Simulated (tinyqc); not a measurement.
CIS and TDHF on RHF in the sto-3g basis, frozen core, for H2O, spin multiplicity 1, step by step. Computed by tinyqc, a small Python program that keeps every step (integrals from PySCF). Settings: charge = 0, multiplicity = 1, basis = sto-3g, method = RHF, frozen orbitals = 1, energy threshold = 1e-10, iteration cap = 84, orthogonalisation = canonical, start = atomic densities, DIIS depth = 6, TDHF = 1. Command: `OMP_NUM_THREADS=1 python tinyqc.py 28896 28897 out.jsonl` (the two numbers bound the seeds that draw the settings). One thread of a shared host (Intel(R) Xeon(R) Processor @ 2.60GHz), about 0.1 s of CPU time with the checks. The early iterations of the SCF are left out here.

## One-electron integrals

Geometry (angstrom):
```
atom         x          y         z
O     0.000000   0.000000  0.000000
H     0.000000   0.795000  0.682000
H     0.000000  -0.795000  0.682000
```

Basis sto-3g: exponents (1/bohr^2) and contraction coefficients of normalised primitives:
```
element  l (shell)    exponent  coefficient
O            s (1)  130.709320     0.154329
O            s (1)   23.808861     0.535328
O            s (1)    6.443608     0.444635
O            s (2)    5.033151    -0.099967
O            s (2)    1.169596     0.399513
O            s (2)    0.380389     0.700115
O            p (3)    5.033151     0.155916
O            p (3)    1.169596     0.607684
O            p (3)    0.380389     0.391957
H            s (1)    3.425251     0.154329
H            s (1)    0.623914     0.535328
H            s (1)    0.168855     0.444635
```

Overlap, kinetic and nuclear-attraction integrals over the contracted functions; the nuclear repulsion is the sum of Za Zb / Rab.

nuclear repulsion = 8.41610864 hartree

overlap S, lower triangle:
```
           1O 1s     1O 2s    1O 2px     1O 2py    1O 2pz     2H 1s     3H 1s
1O 1s   1.000000
1O 2s   0.236704  1.000000
1O 2px  0.000000  0.000000  1.000000
1O 2py  0.000000  0.000000  0.000000   1.000000
1O 2pz  0.000000  0.000000  0.000000   0.000000  1.000000
2H 1s   0.043533  0.417540  0.000000   0.273709  0.234804  1.000000
3H 1s   0.043533  0.417540  0.000000  -0.273709  0.234804  0.225372  1.000000
```

kinetic energy T (hartree), lower triangle:
```
            1O 1s     1O 2s    1O 2px     1O 2py    1O 2pz     2H 1s     3H 1s
1O 1s   29.003200
1O 2s   -0.168011  0.808128
1O 2px   0.000000  0.000000  2.528731
1O 2py   0.000000  0.000000  0.000000   2.528731
1O 2pz   0.000000  0.000000  0.000000   0.000000  2.528731
2H 1s   -0.007132  0.089536  0.000000   0.166711  0.143015  0.760032
3H 1s   -0.007132  0.089536  0.000000  -0.166711  0.143015  0.003049  0.760032
```

nuclear attraction V (hartree), lower triangle:
```
             1O 1s       1O 2s     1O 2px      1O 2py     1O 2pz      2H 1s      3H 1s
1O 1s   -61.628867
1O 2s    -7.422248  -10.054863
1O 2px    0.000000    0.000000  -9.913961
1O 2py    0.000000    0.000000   0.000000  -10.030783
1O 2pz   -0.016882   -0.204041   0.000000    0.000000  -9.999934
2H 1s    -1.400387   -3.288368   0.000000   -1.902819  -1.695111  -5.497100
3H 1s    -1.400387   -3.288368   0.000000    1.902819  -1.695111  -1.354162  -5.497100
```

core Hamiltonian H = T + V (hartree), lower triangle:
```
             1O 1s      1O 2s     1O 2px     1O 2py     1O 2pz      2H 1s      3H 1s
1O 1s   -32.625667
1O 2s    -7.590259  -9.246735
1O 2px    0.000000   0.000000  -7.385230
1O 2py    0.000000   0.000000   0.000000  -7.502052
1O 2pz   -0.016882  -0.204041   0.000000   0.000000  -7.471203
2H 1s    -1.407519  -3.198831   0.000000  -1.736108  -1.552096  -4.737068
3H 1s    -1.407519  -3.198831   0.000000   1.736108  -1.552096  -1.351113  -4.737068
```

## Two-electron integrals

Functions are numbered as in S; the eight-fold symmetry (ij|kl) = (ji|kl) = (kl|ij) leaves the list below.

Two-electron integrals (ij|kl) in chemists' order, unique and non-zero (hartree):
```
(11|11) 4.785065    (21|11) 0.741380    (21|21) 0.136873    (22|11) 1.118947
(22|21) 0.256633    (22|22) 0.817206    (31|31) 0.024477    (32|31) 0.037809
(32|32) 0.180518    (33|11) 1.115814    (33|21) 0.256684    (33|22) 0.817023
(33|33) 0.880159    (41|41) 0.024477    (42|41) 0.037809    (42|42) 0.180518
(43|43) 0.047444    (44|11) 1.115814    (44|21) 0.256684    (44|22) 0.817023
(44|33) 0.785270    (44|44) 0.880159    (51|51) 0.024477    (52|51) 0.037809
(52|52) 0.180518    (53|53) 0.047444    (54|54) 0.047444    (55|11) 1.115814
(55|21) 0.256684    (55|22) 0.817023    (55|33) 0.785270    (55|44) 0.785270
(55|55) 0.880159    (61|11) 0.138206    (61|21) 0.025308    (61|22) 0.047174
(61|33) 0.047082    (61|41) 0.000886    (61|42) 0.001663    (61|44) 0.047245
(61|51) 0.000760    (61|52) 0.001426    (61|54) 0.000140    (61|55) 0.047202
(61|61) 0.004740    (62|11) 0.344482    (62|21) 0.080034    (62|22) 0.283165
(62|33) 0.278288    (62|41) 0.004567    (62|42) 0.035249    (62|44) 0.286560
(62|51) 0.003918    (62|52) 0.030239    (62|54) 0.007096    (62|55) 0.284375
(62|61) 0.015098    (62|62) 0.122636    (63|31) 0.008273    (63|32) 0.048530
(63|43) 0.007277    (63|53) 0.006243    (63|63) 0.017250    (64|11) 0.190968
(64|21) 0.044932    (64|22) 0.169730    (64|33) 0.162072    (64|41) 0.010516
(64|42) 0.068474    (64|44) 0.181367    (64|51) 0.001924    (64|52) 0.017109
(64|54) 0.010310    (64|55) 0.165561    (64|61) 0.008842    (64|62) 0.089300
(64|64) 0.081522    (65|11) 0.163825    (65|21) 0.038546    (65|22) 0.145605
(65|33) 0.139035    (65|41) 0.001924    (65|42) 0.017109    (65|44) 0.143102
(65|51) 0.009924    (65|52) 0.063207    (65|54) 0.010766    (65|55) 0.154514
(65|61) 0.007585    (65|62) 0.076607    (65|64) 0.055136    (65|65) 0.064549
(66|11) 0.491839    (66|21) 0.116124    (66|22) 0.471896    (66|33) 0.452986
(66|41) 0.008402    (66|42) 0.090015    (66|44) 0.485325    (66|51) 0.007208
(66|52) 0.077220    (66|54) 0.027742    (66|55) 0.476785    (66|61) 0.022088
(66|62) 0.260060    (66|64) 0.216119    (66|65) 0.185400    (66|66) 0.774606
(71|11) 0.138206    (71|21) 0.025308    (71|22) 0.047174    (71|33) 0.047082
(71|41) -0.000886   (71|42) -0.001663   (71|44) 0.047245    (71|51) 0.000760
(71|52) 0.001426    (71|54) -0.000140   (71|55) 0.047202    (71|61) 0.004672
(71|62) 0.014653    (71|64) 0.007855    (71|65) 0.007367    (71|66) 0.021234
(71|71) 0.004740    (72|11) 0.344482    (72|21) 0.080034    (72|22) 0.283165
(72|33) 0.278288    (72|41) -0.004567   (72|42) -0.035249   (72|44) 0.286560
(72|51) 0.003918    (72|52) 0.030239    (72|54) -0.007096   (72|55) 0.284375
(72|61) 0.014653    (72|62) 0.099961    (72|64) 0.050176    (72|65) 0.060780
(72|66) 0.174275    (72|71) 0.015098    (72|72) 0.122636    (73|31) 0.008273
(73|32) 0.048530    (73|43) -0.007277   (73|53) 0.006243    (73|63) 0.013617
(73|73) 0.017250    (74|11) -0.190968   (74|21) -0.044932   (74|22) -0.169730
(74|33) -0.162072   (74|41) 0.010516    (74|42) 0.068474    (74|44) -0.181367
(74|51) -0.001924   (74|52) -0.017109   (74|54) 0.010310    (74|55) -0.165561
(74|61) -0.007855   (74|62) -0.050176   (74|64) -0.012021   (74|65) -0.029848
(74|66) -0.077902   (74|71) -0.008842   (74|72) -0.089300   (74|74) 0.081522
(75|11) 0.163825    (75|21) 0.038546    (75|22) 0.145605    (75|33) 0.139035
(75|41) -0.001924   (75|42) -0.017109   (75|44) 0.143102    (75|51) 0.009924
(75|52) 0.063207    (75|54) -0.010766   (75|55) 0.154514    (75|61) 0.007367
(75|62) 0.060780    (75|64) 0.029848    (75|65) 0.050020    (75|66) 0.116028
(75|71) 0.007585    (75|72) 0.076607    (75|74) -0.055136   (75|75) 0.064549
(76|11) 0.133416    (76|21) 0.031307    (76|22) 0.120880    (76|33) 0.117880
(76|44) 0.120070    (76|51) 0.002358    (76|52) 0.021926    (76|55) 0.124556
(76|61) 0.005854    (76|62) 0.052730    (76|64) 0.033178    (76|65) 0.037025
(76|66) 0.117816    (76|71) 0.005854    (76|72) 0.052730    (76|74) -0.033178
(76|75) 0.037025    (76|76) 0.028273    (77|11) 0.491839    (77|21) 0.116124
(77|22) 0.471896    (77|33) 0.452986    (77|41) -0.008402   (77|42) -0.090015
(77|44) 0.485325    (77|51) 0.007208    (77|52) 0.077220    (77|54) -0.027742
(77|55) 0.476785    (77|61) 0.021234    (77|62) 0.174275    (77|64) 0.077902
(77|65) 0.116028    (77|66) 0.327960    (77|71) 0.022088    (77|72) 0.260060
(77|74) -0.216119   (77|75) 0.185400    (77|76) 0.117816    (77|77) 0.774606
```

## Orthogonalisation

S = U s U^T; canonical form X = U s^(-1/2), so that X^T S X = 1. Each column of U has its largest component positive (the first on a tie).

eigenvalues of S: 0.400929  0.484163  0.881415  1.000000  1.103600  1.290466  1.839428

X:
```
                1          2          3         4          5          6         7
1O 1s   -0.327935   0.000000   0.741670  0.000000   0.620757   0.000000  0.159473
1O 2s    1.081028   0.000000  -0.310455  0.000000   0.321731   0.000000  0.425021
1O 2px   0.000000   0.000000   0.000000  1.000000   0.000000   0.000000  0.000000
1O 2py   0.000000   0.862587   0.000000  0.000000   0.000000   0.704099  0.000000
1O 2pz   0.535052   0.000000   0.657934  0.000000  -0.616654   0.000000  0.213723
2H 1s   -0.682557  -0.812824  -0.166141  0.000000  -0.136040   0.373603  0.382031
3H 1s   -0.682557   0.812824  -0.166141  0.000000  -0.136040  -0.373603  0.382031
```

## Iteration 8 (converged): orbitals

converged F (hartree), lower triangle:
```
             1O 1s      1O 2s     1O 2px     1O 2py     1O 2pz      2H 1s      3H 1s
1O 1s   -20.252727
1O 2s    -5.164294  -2.425466
1O 2px    0.000000   0.000000  -0.391522
1O 2py    0.000000   0.000000   0.000000  -0.259688
1O 2pz   -0.027000  -0.096153   0.000000   0.000000  -0.303869
2H 1s    -0.966442  -0.879816   0.000000  -0.361369  -0.357696  -0.474686
3H 1s    -0.966442  -0.879816   0.000000   0.361369  -0.357696  -0.319621  -0.474686
```

Diagonalise F' = X^T F X, C = X C', fill 5 alpha and 5 beta electrons from the bottom; D = 2 C_occ C_occ^T. Each column has its largest component positive (the first on a tie).

F' = X^T F X (hartree), lower triangle:
```
           1         2          3          4          5          6          7
1  -0.025786
2   0.000000  0.615349
3   1.930317  0.000000  -8.707309
4   0.000000  0.000000   0.000000  -0.391522
5   1.473321  0.000000  -8.864291   0.000000  -9.843681
6   0.000000  0.117174   0.000000   0.000000   0.000000  -0.552268
7   0.303691  0.000000  -3.735044   0.000000  -4.165421   0.000000  -2.842073
```

orbital energies (hartree): MO1 -20.261169, MO2 -1.233353, MO3 -0.563910, MO4 -0.455241, MO5 -0.391522, MO6 0.530914, MO7 0.626992

coefficients C:
```
              MO1        MO2        MO3        MO4       MO5        MO6        MO7
1O 1s    0.994344  -0.236383   0.000000   0.100453  0.000000  -0.117037   0.000000
1O 2s    0.024812   0.866058   0.000000  -0.515970  0.000000   0.729562   0.000000
1O 2px   0.000000   0.000000   0.000000   0.000000  1.000000   0.000000   0.000000
1O 2py   0.000000   0.000000   0.615360   0.000000  0.000000   0.000000   0.927978
1O 2pz   0.003672   0.104662   0.000000   0.740872  0.000000   0.765008   0.000000
2H 1s   -0.005005   0.149709   0.452141   0.317075  0.000000  -0.731414  -0.771901
3H 1s   -0.005005   0.149709  -0.452141   0.317075  0.000000  -0.731414   0.771901
```

D after iteration 8, lower triangle:
```
            1O 1s      1O 2s    1O 2px     1O 2py    1O 2pz      2H 1s     3H 1s
1O 1s    2.109377
1O 2s   -0.463760   2.033793
1O 2px   0.000000   0.000000  2.000000
1O 2py   0.000000   0.000000  0.000000   0.757336
1O 2pz   0.106667  -0.583066  0.000000   0.000000  1.119719
2H 1s   -0.017029  -0.068138  0.000000   0.556459  0.501126   0.654812
3H 1s   -0.017029  -0.068138  0.000000  -0.556459  0.501126  -0.162913  0.654812
```

## Convergence

Stop when the energy changes by less than 1e-10 hartree and every element of the error matrix X^T (F D S - S D F) X is below 3e-06.

Course of the cycle:
```
iteration   E (hartree)     change  largest element of the error matrix
1          -75.29046584          -                             1.23e+00
2          -74.91562603   3.75e-01                             2.76e-01
3          -74.95840830  -4.28e-02                             3.96e-02
4          -74.95921457  -8.06e-04                             6.44e-03
5          -74.95924382  -2.92e-05                             2.98e-04
6          -74.95924400  -1.85e-07                             8.13e-05
7          -74.95924402  -1.69e-08                             2.56e-07
8          -74.95924402  -1.71e-13                             3.12e-10
```

PySCF RHF in the same basis = -74.95924402 hartree

Converged in 8 iterations.

## Integrals over molecular orbitals

(pq|rs) = sum C_ip C_jq C_kr C_ls (ij|kl), one index at a time.

one-electron integrals over orbitals h = C^T H C (hartree), lower triangle:
```
            1          2          3          4          5          6          7
1  -32.608746
2    0.562770  -7.598754
3    0.000000   0.000000  -6.157324
4   -0.227029   0.504851   0.000000  -6.720103
5    0.000000   0.000000   0.000000   0.000000  -7.385230
6    0.267777  -1.280608   0.000000  -1.244392   0.000000  -5.363865
7    0.000000   0.000000  -1.728097   0.000000   0.000000   0.000000  -5.520909
```

Two-electron integrals over orbitals (pq|rs), unique and non-zero (hartree); the lowest 1 orbital is frozen and left out:
```
(22|22) 0.724783    (32|32) 0.135812    (33|22) 0.629543    (33|33) 0.611189
(42|22) -0.013091   (42|33) 0.004683    (42|42) 0.127905    (43|32) 0.024050
(43|43) 0.052869    (44|22) 0.663574    (44|33) 0.579002    (44|42) -0.097926
(44|44) 0.726721    (52|52) 0.147578    (53|53) 0.027550    (54|52) -0.046774
(54|54) 0.051796    (55|22) 0.750632    (55|33) 0.614742    (55|42) -0.078590
(55|44) 0.702508    (55|55) 0.880159    (62|22) 0.137409    (62|33) 0.072515
(62|42) 0.026608    (62|44) 0.069396    (62|55) 0.148091    (62|62) 0.098567
(63|32) -0.034680   (63|43) -0.033202   (63|63) 0.069802    (64|22) 0.113940
(64|33) 0.048051    (64|42) -0.048461   (64|44) 0.130803    (64|55) 0.139078
(64|62) 0.059328    (64|64) 0.089471    (65|52) 0.053587    (65|54) 0.002901
(65|65) 0.036030    (66|22) 0.607358    (66|33) 0.561352    (66|42) 0.050498
(66|44) 0.550499    (66|55) 0.587625    (66|62) 0.097459    (66|64) 0.050771
(66|66) 0.593796    (72|32) 0.047990    (72|43) -0.033849   (72|63) 0.032762
(72|72) 0.065040    (73|22) 0.150909    (73|33) 0.089197    (73|42) -0.080955
(73|44) 0.145537    (73|55) 0.196548    (73|62) 0.071158    (73|64) 0.095337
(73|66) 0.042623    (73|73) 0.158630    (74|32) -0.076402   (74|43) -0.008223
(74|63) 0.049881    (74|72) -0.016264   (74|74) 0.072142    (75|53) 0.023750
(75|75) 0.024336    (76|32) 0.089101    (76|43) 0.056674    (76|63) -0.061850
(76|72) -0.008240   (76|74) -0.060355   (76|76) 0.111322    (77|22) 0.612046
(77|33) 0.593512    (77|42) -0.014754   (77|44) 0.586578    (77|55) 0.611190
(77|62) 0.063256    (77|64) 0.045918    (77|66) 0.558758    (77|73) 0.089164
(77|77) 0.602370
```

## CIS matrix, singlets

A(ia,jb) = (e_a - e_i) d_ij d_ab + 2 (ia|jb) - (ij|ab).

CIS matrix A, singlet (hartree), lower triangle:
```
          2>6        2>7       3>6       3>7       4>6       4>7       5>6       5>7
2>6  1.354043
2>7  0.000000   1.378378
3>6  0.000000  -0.023577  0.673077
3>7  0.053215   0.000000  0.000000  0.914649
4>6  0.068158   0.000000  0.000000  0.134000  0.614598
4>7  0.000000  -0.017774  0.043088  0.000000  0.000000  0.639938
5>6  0.000000   0.000000  0.000000  0.000000  0.000000  0.000000  0.406872
5>7  0.000000   0.000000  0.000000  0.000000  0.000000  0.000000  0.000000  0.455995
```

## CIS singlet states

dipole integrals <i|r|a> (bohr):
```
            x          y          z
2>6  0.000000   0.000000  -0.087638
2>7  0.000000  -0.094659   0.000000
3>6  0.000000  -0.832546   0.000000
3>7  0.000000   0.000000  -0.713757
4>6  0.000000   0.000000  -0.604314
4>7  0.000000  -0.740004   0.000000
5>6  0.068633   0.000000   0.000000
5>7  0.000000   0.000000   0.000000
```

Diagonalise A (1 hartree = 27.211386 eV); each vector has its largest component positive (the first on a tie). The transition dipole is mu = sqrt2 sum c_ia <i|r|a>.

singlet excitation energies (eV): 11.071549  12.408255  15.262973  16.608224  19.085704  25.913792  37.281560  37.542600

lowest vectors:
```
      state 1   state 2    state 3    state 4   state 5    state 6
2>6  0.000000  0.000000  -0.057250   0.000000  0.000000  -0.178943
2>7  0.000000  0.000000   0.000000   0.001717  0.043529   0.000000
3>6  0.000000  0.000000   0.000000  -0.565707  0.823866   0.000000
3>7  0.000000  0.000000  -0.346116   0.000000  0.000000   0.926350
4>6  0.000000  0.000000   0.936443   0.000000  0.000000   0.331445
4>7  0.000000  0.000000   0.000000   0.824604  0.565110   0.000000
5>6  1.000000  0.000000   0.000000   0.000000  0.000000   0.000000
5>7  0.000000  1.000000   0.000000   0.000000  0.000000   0.000000
```

oscillator strengths 2/3 w |mu|^2: 0.002555  0.000000  0.073665  0.015813  1.148527  0.908360

## TDHF (RPA) singlet states

B(ia,jb) = 2 (ia|jb) - (ib|ja); the squared energies are the eigenvalues of (A - B)(A + B); 1 hartree = 27.211386 eV.

TDHF matrix B, singlet (hartree), lower triangle:
```
          2>6        2>7       3>6       3>7       4>6       4>7       5>6       5>7
2>6  0.098567
2>7  0.000000   0.065040
3>6  0.000000  -0.005634  0.069802
3>7  0.109554   0.000000  0.000000  0.158630
4>6  0.059328   0.000000  0.000000  0.140793  0.089471
4>7  0.000000  -0.016264  0.004425  0.000000  0.000000  0.072142
5>6  0.000000   0.000000  0.000000  0.000000  0.000000  0.000000  0.036030
5>7  0.000000   0.000000  0.000000  0.000000  0.000000  0.000000  0.000000  0.024336
```

squared energies w^2 (hartree^2): 0.164247  0.207339  0.309593  0.367924  0.486404  0.843599  1.831848  1.898669

TDHF energies from the positive w^2 (eV): 11.028052  12.390572  15.140721  16.505530  18.977955  24.993014  36.829461  37.495163

## CIS matrix, triplets

A(ia,jb) = (e_a - e_i) d_ij d_ab - (ij|ab).

CIS matrix A, triplet (hartree), lower triangle:
```
           2>6        2>7        3>6        3>7       4>6       4>7       5>6       5>7
2>6   1.156909
2>7   0.000000   1.248298
3>6   0.000000  -0.089101   0.533473
3>7  -0.089101   0.000000   0.000000   0.597390
4>6  -0.050498   0.000000   0.000000  -0.056674  0.435656
4>7   0.000000   0.014754  -0.056674   0.000000  0.000000  0.495654
5>6   0.000000   0.000000   0.000000   0.000000  0.000000  0.000000  0.334811
5>7   0.000000   0.000000   0.000000   0.000000  0.000000  0.000000  0.000000  0.407324
```

## CIS triplet states

Diagonalise A (1 hartree = 27.211386 eV); each vector has its largest component positive (the first on a tie).

triplet excitation energies (eV): 9.110673  11.083837  11.156719  12.317191  15.372492  16.513893  31.921086  34.282210

lowest vectors:
```
      state 1   state 2   state 3   state 4    state 5    state 6
2>6  0.000000  0.000000  0.103049  0.000000   0.000000   0.119359
2>7  0.000000  0.000000  0.000000  0.053965   0.115054   0.000000
3>6  0.000000  0.000000  0.000000  0.612486   0.780714   0.000000
3>7  0.000000  0.000000  0.332523  0.000000   0.000000   0.931522
4>6  0.000000  0.000000  0.937448  0.000000   0.000000  -0.343541
4>7  0.000000  0.000000  0.000000  0.788637  -0.614205   0.000000
5>6  1.000000  0.000000  0.000000  0.000000   0.000000   0.000000
5>7  0.000000  1.000000  0.000000  0.000000   0.000000   0.000000
```

## TDHF (RPA) triplet states

B(ia,jb) = - (ib|ja); the squared energies are the eigenvalues of (A - B)(A + B); 1 hartree = 27.211386 eV.

TDHF matrix B, triplet (hartree), lower triangle:
```
           2>6        2>7        3>6        3>7        4>6        4>7        5>6        5>7
2>6  -0.098567
2>7   0.000000  -0.065040
3>6   0.000000  -0.071158  -0.069802
3>7  -0.032762   0.000000   0.000000  -0.158630
4>6  -0.059328   0.000000   0.000000  -0.049881  -0.089471
4>7   0.000000   0.016264  -0.095337   0.000000   0.000000  -0.072142
5>6   0.000000   0.000000   0.000000   0.000000   0.000000   0.000000  -0.036030
5>7   0.000000   0.000000   0.000000   0.000000   0.000000   0.000000   0.000000  -0.024336
```

squared energies w^2 (hartree^2): 0.110800  0.140903  0.165320  0.175831  0.315162  0.349845  1.364716  1.577117

TDHF energies from the positive w^2 (eV): 9.057765  10.214365  11.064038  11.410335  15.276290  16.094909  31.788626  34.172965
